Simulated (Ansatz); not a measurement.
```yaml
crystal:
  periodic: [false, false, false]
  atoms:
    - {symbol: C, position_ang: [0.028368, 0.001079, -0.597735]}
    - {symbol: F, position_ang: [-0.020118, 1.036045, 0.190285]}
    - {symbol: F, position_ang: [0.002184, -1.036728, 0.187600]}
basis:
  gaussian: {orbitals: def2-TZVP}
hamiltonian: {xc: pbe0}
relax: {f_tol: 0.004, max_steps: 80}
```

```sh
$ ansatz run in.yaml --threads 1 --pin off --events-out ev --progress --plain --max-ram 2176MiB
```

Steps of the relaxation (energy above the last step; positions in Å, forces in eV/Å):

```
3
step 1, 3.7 meV
C     0.028    0.001   -0.598   -0.005    0.000    0.103
F    -0.020    1.036    0.190    0.007   -0.388   -0.052
F     0.002   -1.037    0.188   -0.002    0.388   -0.051
```

```
3
step 2, 0.3 meV
C     0.029    0.001   -0.601   -0.005    0.000    0.106
F    -0.020    1.028    0.192    0.004   -0.121   -0.053
F     0.002   -1.029    0.189    0.001    0.122   -0.053
```

```
3
step 3, 0.0 meV
C     0.028    0.001   -0.600   -0.001    0.000    0.017
F    -0.020    1.026    0.192    0.000   -0.003   -0.009
F     0.002   -1.027    0.189    0.000    0.003   -0.009
```

```
3
step 4, 0.0 meV
C     0.028    0.001   -0.600    0.000    0.000    0.002
F    -0.020    1.026    0.192    0.000    0.000   -0.001
F     0.002   -1.027    0.189    0.000    0.000   -0.001
```

Close pairs at the end: C1–F3 1.296 Å, C1–F2 1.296 Å.

A stationary point of restricted PBE0 after 4 steps (its stability towards spin polarisation wasn't tested); no frequencies were run, so it isn't proven a minimum. 5.5 s on 1 thread of Arm Neoverse V2, shared host.
